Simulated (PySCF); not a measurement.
**Working out the ionisation energy of Ar**

Ar [Ar] (1S) → Ar⁺ [Ne] 3s2 3p5 (2P). All numbers are calculated (PySCF 2.14, the spin-free X2C one-electron Hamiltonian (Gaussian nucleus), in x2c-TZVPPall with one added diffuse shell each of s, p, d type (6s6p4d1f, 51 functions)). Frozen: 1s2. Energies in hartree (1 hartree = 27.21139 eV):

| part | Ar (lower) | Ar⁺ (upper) |
| --- | --- | --- |
| UHF | -528.614443 | -528.079618 |
| CCSD correlation | -0.391753 | -0.356350 |
| (T) | -0.008548 | -0.006686 |

**Question.** What does Hartree-Fock give?

**Answer.** (-528.079618) − (-528.614443) = 0.534825 hartree = 14.553 eV.

**Question.** What do CCSD and CCSD(T) give?

**Answer.** The CCSD correlation energies differ by 0.035403 hartree = 0.963 eV and the triples by 0.001862 hartree = 0.051 eV, so CCSD gives 15.516 eV and CCSD(T) 15.567 eV.

Measured between the centres of the two terms (NIST): 15.819 eV, so CCSD(T) (valence and next inner shell) is off by -0.252 eV.

What remains against the reference includes basis incompleteness, the frozen core and higher excitations.
